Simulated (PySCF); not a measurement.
# Removing an electron from `C/C=C\C(C)C`

Species: C6H12.
Atom-mapped SMILES: `[CH3:1]/[CH:2]=[CH:3]\[CH:4]([CH3:5])[CH3:6]` (hydrogens: H7, H8, H9 on C1; H10 on C2; H11 on C3; H12 on C4; H13, H14, H15 on C5; H16, H17, H18 on C6)

Structure used (PBE0-D3(BJ)/def2-SVP), in Å, numbered top down from 1:
```
atom  x, y, z in Å
C1     2.424    0.001   -0.501
C2     1.598    0.355    0.693
C3     0.268    0.270    0.825
C4    -0.736   -0.200   -0.188
C5    -1.717    0.922   -0.529
C6    -1.474   -1.437    0.324
H7     2.996    0.874   -0.856
H8     3.167   -0.774   -0.247
H9     1.824   -0.373   -1.342
H10    2.162    0.728    1.557
H11   -0.165    0.578    1.787
H12   -0.206   -0.480   -1.114
H13   -1.194    1.802   -0.933
H14   -2.270    1.245    0.368
H15   -2.456    0.590   -1.275
H16   -2.211   -1.793   -0.412
H17   -2.017   -1.211    1.257
H18   -0.775   -2.260    0.537
```

Level: PBE0/def2-SVPD (PySCF). Frontier orbitals with their largest atomic shares (Löwdin; up to four atoms above 4 %):

| orbital | ε (eV) | main atoms |
| --- | --- | --- |
| HOMO−3 | -9.62 | C5 25 %, C6 25 %, C4 15 %, H13 13 % |
| HOMO−2 | -9.33 | C4 25 %, C5 15 %, C6 15 %, H12 9 % |
| HOMO−1 | -8.84 | C4 20 %, C3 17 %, C2 9 %, H12 8 % |
| HOMO | -6.94 | ? |
| LUMO | 0.62 | C2 31 %, C3 29 %, C1 7 %, H11 5 % |
| LUMO+1 | 0.77 | C1 14 %, C5 12 %, C6 12 %, C2 8 % |
| LUMO+2 | 1.35 | C1 17 %, H9 10 %, H11 9 %, H14 8 % |

Task: What vertical ionisation energy does ΔSCF give, and how far is −ε(HOMO) from it?

Result: ΔSCF: 8.93 eV (862 kJ/mol; threshold wavelength 139 nm); ⟨S²⟩ of the doublet left behind is 0.753, against 0.75 for a pure doublet. −ε(HOMO) is 6.94 eV, 1.99 eV below it. For the exact functional −ε(HOMO) would equal the first vertical ionisation energy; PBE0 (global hybrid, 25 % exact exchange) falls short of its own ΔSCF value by 22 %. Holes in the HOMO−1 and HOMO−2 were tried too where these lie within 1.2 eV of the HOMO; the lowest converged state counts.

Task: On which atoms does the HOMO lie?

Result: C2 (alkene CH carbon) 34 %, C3 (alkene CH carbon) 34 %, C1 (allylic carbon) 8 %, C4 (allylic carbon) 5 %, so no atom holds as much as 40 %. The HOMO−1 lies 1.90 eV lower.

Task: What total energies stand behind the ΔSCF value?

Result: E(N) = -235.39694 Eh and E(N − 1) = -235.06866 Eh at the same geometry, 0.32828 Eh apart.

Task: What kinetic energy would electrons from this vertical process carry with 118.2 nm light (10.49 eV)?

Result: 10.49 − 8.93 = 1.56 eV.

Isolated species at its PBE0-D3(BJ)/def2-SVP geometry (one conformer only).
